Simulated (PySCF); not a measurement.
Input of a run (CAM-B3LYP/6-31G* geometry optimisation, gas phase (PySCF 2.14.0)), started from GFN2-xTB:
```
{"job": {"xc": "CAM-B3LYP", "basis": "6-31G*", "grid": 1, "kind": "geom"}, "charge": 0, "multiplicity": 1}
N     -1.372286    -0.483750     0.303880
C     -0.741721     0.659332     0.034066
C      0.599286     0.723602    -0.212143
C      1.420396    -0.442348    -0.189244
O      1.037754    -1.584245     0.042459
H     -2.355972    -0.525110     0.494686
H     -0.780406    -1.313572     0.323153
H     -1.346050     1.559551     0.012454
H      1.057915     1.672850    -0.428960
H      2.489965    -0.261656    -0.402878
```

Output (energies in Eh, forces in Eh/bohr):
```
step   0  E = -247.15762107  max force = 0.012455
step   1  E = -247.15811532  max force = 0.001719
step   2  E = -247.15787118  max force = 0.004548
step   3  E = -247.15807880  max force = 0.002469
step   4  E = -247.15811893  max force = 0.001473
step   5  E = -247.15812574  max force = 0.000591
step   6  E = -247.15812253  max force = 0.001011
step   7  E = -247.15812829  max force = 0.000443
optimisation converged
```

**Question.** Summarise the run.

**Answer.** The energy falls by 0.014 eV over 8 energy and gradient evaluations, the largest force component goes from 0.0125 to 4.4e-04 Eh/bohr, and the atoms move by 0.025 Å rms after alignment. Among the bonds, C3–C4 and C4=O5 change most and about equally (+0.008 to +0.009 Å). Bonds longer at the end by more than 0.005 Å: 4 of 9; shorter: 0. The energy rose by more than 1e-6 Eh at steps 2 and 6. The first step brought 97 % of the lowering.

**Question.** What are the final bond lengths?

**Answer.** N1–C2 1.340 Å, C2=C3 1.367 Å, C3–C4 1.435 Å, C4=O5 1.234 Å, N1–H6 1.006 Å, N1–H7 1.018 Å, C2–H8 1.088 Å, C3–H9 1.083 Å, C4–H10 1.108 Å. Numbering counts from 1 in the input's order; the species is `N/C=C\C=O`.

The run used 80 basis functions and 54 SCF cycles in all. On one thread, Arm Neoverse V1 (aarch64), shared host, this took 22 s wall and 0.39 GiB of memory at its peak.

Stationary, but not proved a minimum. The numbers are those of one conformer.

Conformer computed: `[NH2:1]/[CH:2]=[CH:3]\[CH:4]=[O:5]`: C2–C3–C4–O5 0°, H–N1–C2–C3 180°, H–N1–C2–C3 0°.
